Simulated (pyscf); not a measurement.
PySCF, gas phase, ωB97X-D3(BJ)/def2-SVP geometries.

Q: For the elementary gas-phase step H₂O + HO–SiH(OH)–F → HO–SiH(OH)–OH + HF (singlet surface; H–O, F–Si broken, O–Si, F–H formed), what barrier and reaction energy does ωB97M-D3(BJ)/def2-TZVP give, measured from the separated reactants?

A: ΔE‡ = 22.2 kcal/mol, ΔE = +10.6 kcal/mol. Zero-point energy shifts the barrier by +1.5 kcal/mol. It is a four-centre exchange, with an imaginary mode of 571i cm⁻¹. On the product side the descent ends in a bound adduct, 10.9 kcal/mol under the separated species and 23.0 kcal/mol under the saddle at ωB97X-D3(BJ)/def2-TZVP. One saddle was located; it need not be the lowest between these sides.
